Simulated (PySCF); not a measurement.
**Nonlinear optical response: 2-thiophenamine, C4H5NS**

Geometry:
```json
{"atom": "N1", "x (Å)": "2.118", "y (Å)": "0.274", "z (Å)": "0.036"}
{"atom": "C2", "x (Å)": "0.733", "y (Å)": "0.210", "z (Å)": "0.039"}
{"atom": "C3", "x (Å)": "-0.073", "y (Å)": "-0.842", "z (Å)": "-0.294"}
{"atom": "C4", "x (Å)": "-1.452", "y (Å)": "-0.505", "z (Å)": "-0.259"}
{"atom": "C5", "x (Å)": "-1.680", "y (Å)": "0.784", "z (Å)": "0.103"}
{"atom": "S6", "x (Å)": "-0.203", "y (Å)": "1.617", "z (Å)": "0.383"}
{"atom": "H7", "x (Å)": "2.517", "y (Å)": "0.829", "z (Å)": "0.778"}
{"atom": "H8", "x (Å)": "2.553", "y (Å)": "-0.635", "z (Å)": "-0.008"}
{"atom": "H9", "x (Å)": "0.308", "y (Å)": "-1.822", "z (Å)": "-0.549"}
{"atom": "H10", "x (Å)": "-2.246", "y (Å)": "-1.205", "z (Å)": "-0.484"}
{"atom": "H11", "x (Å)": "-2.620", "y (Å)": "1.297", "z (Å)": "0.230"}
```

Method: PySCF 2.14.0, quadratic response CAM-B3LYP/def2-TZVPD first hyperpolarisability, Taylor convention, gas phase. Geometry: PBE0-D3(BJ)/def2-TZVP.

(1) Give β for the processes computed.

(2) Which lowest excitations, dipole and polarisabilities go with it?

Answers

(1) In au, Taylor convention; the vector part is βᵢ = ⅓ Σⱼ (βᵢⱼⱼ + βⱼᵢⱼ + βⱼⱼᵢ); β∥ is 3/5 of the vector part along the dipole, the dipole points from − to +:
| process | λ (nm) | β vector norm | β∥ | β HRS | depolarisation ratio |
| --- | --- | --- | --- | --- | --- |
| static β(0;0,0) | ∞ | 227.8 | 99.5 | 91.9 | 5.49 |
| second harmonic β(−2ω;ω,ω) | 1907 | 242.2 | 105.7 | 97.6 | 5.52 |
| Pockels β(−ω;ω,0) | 1907 | 232.4 | 101.5 | – | – |
| second harmonic β(−2ω;ω,ω) | 1064 | 280.6 | 122.3 | 113.1 | 5.57 |
| Pockels β(−ω;ω,0) | 1064 | 243.2 | 106.2 | – | – |

(2) S1 4.75 eV (f = 0.011); S2 5.06 eV (f = 0.114); S3 5.23 eV (f = 0.002); dipole 1.62 D; isotropic α 73.8 au static, 74.1 au at 1907 nm, 74.7 au at 1064 nm, 75.0 au at 953.5 nm, 77.8 au at 532 nm.
